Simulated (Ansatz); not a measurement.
**BSiNH (doublet): wave-function methods side by side, def2-TZVPP**

The task here is to estimate one member of a computed series from the others.

The runs use Ansatz 0.2.0, Gaussian basis; def2-TZVPP, core rule «outside noble gas», up to 7 orbitals frozen.

To be run: UHF; ROHF; CCSD(T) on UHF.

2 further runs of the same task are left out: 2 set aside as unsound or not needed.

## The system

The geometry is a PBE0/def2-TZVP stationary point (not a proven minimum).

4 atoms, charge 0, spin multiplicity 2.

Atoms are counted from 1 here; the program's logs count them from 0.

Bond lengths: B1–N2 1.266 Å, B1–H4 1.171 Å, N2–Si3 1.683 Å. Angles: N2–B1–H4 180.0°, B1–N2–Si3 180.0°.

Set-up of the first run:

File in.yaml:

```yaml
crystal:
  periodic: [false, false, false]
  atoms:
    - {symbol: B, position_ang: [0.000000, 0.000000, 0.760975]}
    - {symbol: N, position_ang: [0.000000, 0.000000, -0.505225]}
    - {symbol: Si, position_ang: [0.000000, 0.000000, -2.188225]}
    - {symbol: H, position_ang: [0.000000, 0.000000, 1.932475]}
basis:
  gaussian: {orbitals: def2-TZVPP}
magnetization: {spin_polarized: true, initial_magnetization: 1}
hamiltonian: {xc: hf}
output: {orbitals: {seedname: orbitals}}
```

On the command line:

```sh
$ ansatz run in.yaml --threads 1 --pin off --events-out ev --progress --plain --max-ram 4096MiB --backend cpu
```

Steps of the session up to this table: UHF; ROHF; CCSD(T) on UHF.

One of the session's tables, all rows but one given; the rest of the session is left out.

| method | from UCCSD(T) (kJ/mol) |
| --- | --- |
| ROHF | +1070.1 |
| UHF | +1054.5 |
| UMP2 | +111.1 |
| UCCSD | ? |
| UCCSD(T) | 0 |

**Question.** Estimate the row for UCCSD.

As computed: from UCCSD(T) (kJ/mol): +51.7. In the column «from UCCSD(T) (kJ/mol)» it lies between UCCSD(T) (0) and UMP2 (+111.1).

With the free atoms at the same levels and basis (separate runs), the atomisation energy is 14.339 eV at UCCSD(T), 10.525 eV at ROHF.
